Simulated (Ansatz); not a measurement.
**SiNH (singlet): from a generated start to a stationary point**

Where does this start of SiNH (singlet) end when it is relaxed?

Computed with Ansatz 0.2.0, Gaussian basis. Level: RKS PBE0/def2-TZVP.

## 1. The system as given

3 atoms, charge 0, spin multiplicity 1.

Atoms are counted from 1 here; the program's logs count them from 0.

Bond lengths: Si1–N2 1.595 Å, N2–H3 1.001 Å. Angles: Si1–N2–H3 145.5°.

As a file:

```xyz
3

Si   -1.31244   -0.32374   -0.00126
N     0.27431   -0.16181    0.00135
H     1.03813    0.48554   -0.00009
```

The start was built by rule and, where that kept it together, relaxed with GFN2-xTB. Sticks and bond lists go by distance. 

## 2. Relaxation

in.yaml reads:

```yaml
crystal:
  periodic: [false, false, false]
  atoms:
    - {symbol: Si, position_ang: [-1.312435, -0.323739, -0.001261]}
    - {symbol: N, position_ang: [0.274309, -0.161805, 0.001346]}
    - {symbol: H, position_ang: [1.038126, 0.485544, -0.000085]}
basis:
  gaussian: {orbitals: def2-TZVP}
hamiltonian: {xc: pbe0}
relax: {f_tol: 0.004, max_steps: 80}
```

The run is started by

```bash
ansatz run in.yaml --threads 1 --pin off --events-out ev --progress --plain --max-ram 2176MiB
```

Q: Predict the outcome of this session. Wanted: energy gained; shift from the start; total energy; dipole moment.

The runs gave:

```
                  quantity          value
                     steps              7
             energy gained       0.196 eV
shift from the start (rms)        0.172 Å
              total energy  -9378.8064 eV
             dipole moment         0.21 D
```

What this shows: The bonds of the start are those of the end. Si1–N2 went from 1.595 to 1.546 Å. No vibrations were run, so this is a stationary point, not a proven minimum, and this spin need not be the ground state's.
